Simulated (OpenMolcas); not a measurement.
# CCSD(T)/pcseg-0 run of SiH4 (silane)

What is the vertical singlet–triplet gap of SiH4 (silane) at CCSD(T)/pcseg-0? 

The results are computed with OpenMolcas 26.06.

1 further run of the same task is left out (set aside as unsound or not needed).

### 1 The molecule

SiH4 has 5 atoms, charge 0, and is taken as a singlet. SMILES: `[SiH4]`. The coordinates come from a PBE0-D4/def2-TZVP relaxation.

Bond lengths: Si1–H2 1.485 Å, Si1–H3 1.485 Å, Si1–H4 1.485 Å, Si1–H5 1.485 Å. Angles: H2–Si1–H3 109.5°, H2–Si1–H4 109.5°, H2–Si1–H5 109.5°, H3–Si1–H4 109.5°, H3–Si1–H5 109.5°, H4–Si1–H5 109.5°.

### 2 A single-point energy at CCSD(T)/pcseg-0

Contents of input.xyz:

```xyz
5

Si     0.000000     0.000000    -0.000100
H      0.967600    -0.688400     0.890900
H     -1.331000     0.044900     0.656000
H     -0.105100    -0.740300    -1.282600
H      0.468500     1.383800    -0.264200
```

Contents of job.input:

```
>>> EXPORT MOLCAS_PRINT=2
&GATEWAY
BASLIB
$CurrDir
COORD
input.xyz
BASIS
pcseg-0
GROUP
NoSym
&SEWARD
&SCF
PRORBITALS
1 1
&RASSCF
FILEORB
$Project.ScfOrb
SPIN
1
NACTEL
0 0 0
INACTIVE
9
RAS2
0
OUTORBITALS
Canonical
ORBLISTING
Nothing
&MOTRA
JOBIPH
FROZEN
5
&CCSDT
CCT
TRIPLES
2
ITERATIONS
50
EXTRAPOLATION
5 4
```

The basis set pcseg-0 is read from a file made from the Basis Set Exchange's data (not shown).

Command:

```
$ export MOLCAS_MEM=1860
$ pymolcas job.input > job.log
```

What it wrote:

```text
--- Start Module: gateway ---
[...]
--- Stop Module: gateway /rc=_RC_ALL_IS_WELL_ ---
[...]
      Basis functions           21
[...]
       Convergence after   7 Iterations
[...]
::    Total SCF energy                               -290.8201993540
[...]
      Total spin, S                                     0.0000000000
[...]
      Number of active orbitals                  0
[...]
      Spin quantum number                      0.0
[...]
      Active orbitals                            0
[...]
      Number of CSFs                             1
[...]
      Number of root(s) required                 1
[...]
      Convergence after  4 iterations
[...]
      Natural orbitals and occupation numbers for root  1
      ************************************************************************************************************************
      *                                                    Final results                                                     *
      ************************************************************************************************************************
[...]
::    RASSCF root number  1 Total energy:   -290.82019935
[...]
      Total electronic charge=   18.000000
      Total            charge=   -0.000000
[...]
      Dipole Moment (debye):
      Origin of the operator (angstrom)=    0.0000   -0.0000   -0.0001
                   X= -2.5724E-06               Y= -1.5292E-05               Z= -6.3527E-04           Total=  6.3546E-04
      Quadrupole Moment (debye*angstrom):
[...]
--- Start Module: motra ---
[...]
      *** WARNING: Default frozen orbitals is overwritten by user input.
      *** Default values:   2
[...]
--- Stop Module: motra /rc=_RC_ALL_IS_WELL_ ---
--- Start Module: ccsdt ---
[...]
      Convergence after                    11  Iterations
      Total energy (diff) :    -290.90944281      -0.00000001
[...]
 METHOD                       : CCSD+T(CCSD)+<T3(1)WT1> = CCSD(T)
[...]
       CCSD     =      -290.9094428116355
[...]
--- Stop Module: ccsdt /rc=_RC_ALL_IS_WELL_ ---
[...]
```

It took 2.2 s on 1 thread of Arm Neoverse V1, shared host; peak memory 0.37 GiB.

### 3 The triplet, same level

input.xyz is that of step 2.

Contents of job.input:

```
&GATEWAY
  BASLIB = $CurrDir
  COORD = input.xyz
  BASIS = pcseg-0
  GROUP = NoSym

&SEWARD

&SCF
  UHF
  SPIN = 3
  PRORBITALS = 1 1

&RASSCF
  FILEORB = $Project.UnaOrb
  SPIN = 3
  NACTEL = 2 0 0
  INACTIVE = 8
  RAS2 = 2
  OUTORBITALS = Canonical
  ORBLISTING = Nothing

&MOTRA
  JOBIPH
  FROZEN = 5

&CCSDT
  CCT
  TRIPLES = 3
  ITERATIONS = 50
  EXTRAPOLATION = 5 4
```

The basis set pcseg-0 is read from a file made from the Basis Set Exchange's data (not shown).

Command:

```
$ export MOLCAS_MEM=1860
$ pymolcas job.input > job.log
```

What it wrote:

```text
--- Start Module: gateway ---
[...]
--- Stop Module: gateway /rc=_RC_ALL_IS_WELL_ ---
[...]
      Basis functions           21
[...]
       Convergence after  34 Iterations
[...]
::    Total SCF energy                               -290.4971764898
[...]
      Total spin, S                                     1.0019325836
[...]
      Number of active orbitals                  2
[...]
      Spin quantum number                      1.0
[...]
      Active orbitals                            2
[...]
      Number of CSFs                             1
[...]
      Number of root(s) required                 1
[...]
      Convergence after 10 iterations
[...]
      printout of CI-coefficients larger than  0.05 for root  1
      energy=    -290.495741
      conf/sym  11     Coeff  Weight
             1  uu   1.00000 1.00000
      Natural orbitals and occupation numbers for root  1
      sym 1:   1.000000   1.000000
      ************************************************************************************************************************
      *                                                    Final results                                                     *
[...]
::    RASSCF root number  1 Total energy:   -290.49574074
[...]
      Total electronic charge=   18.000000
      Total            charge=   -0.000000
[...]
      Dipole Moment (debye):
      Origin of the operator (angstrom)=    0.0000   -0.0000   -0.0001
                   X=  4.7851E-01               Y= -3.4064E-01               Z=  4.4132E-01           Total=  7.3469E-01
      Quadrupole Moment (debye*angstrom):
[...]
--- Start Module: motra ---
[...]
      *** WARNING: Default frozen orbitals is overwritten by user input.
      *** Default values:   2
[...]
--- Stop Module: motra /rc=_RC_ALL_IS_WELL_ ---
--- Start Module: ccsdt ---
[...]
      Convergence after                    24  Iterations
      Total energy (diff) :    -290.57863327      -0.00000001
[...]
 METHOD                       : CCSD+T(CCSD)+<T3(1)WT1>+<T3(1)UT2> = CCSD(T)
[...]
       CCSD     =      -290.5786332702933
[...]
--- Stop Module: ccsdt /rc=_RC_ALL_IS_WELL_ ---
[...]
```

Wall time 3.3 s (1 thread of Arm Neoverse V1, shared host); peak memory 0.37 GiB.

### 4 Outcome

Level: CCSD(T)/pcseg-0, 5 core orbitals frozen.

| quantity | value |
| --- | --- |
| singlet: total energy | -290.91051 Eh |
| singlet: dipole moment (mean-field density) | 0.00 D |
| singlet: HOMO energy (Hartree–Fock orbitals) | -13.37 eV |
| singlet: LUMO energy (Hartree–Fock orbitals) | 4.87 eV |
| singlet: HOMO–LUMO gap (Hartree–Fock orbitals) | 18.23 eV |
| singlet: correlation energy (5 core orbitals frozen) | -90.3 mEh |
| singlet: (T) correction | -1.07 mEh |
| triplet: total energy | -290.58110 Eh |
| triplet: (T) correction | -2.47 mEh |
| vertical energy of the triplet above the singlet | 8.964 eV |

In words: At this shape the triplet lies 8.96 eV (207 kcal/mol) above the singlet. Mulliken charges (singlet) of the mean-field density run from -0.14 on H2 to +0.56 on Si1. The triples (singlet) make up 1.2 % of the correlation energy.
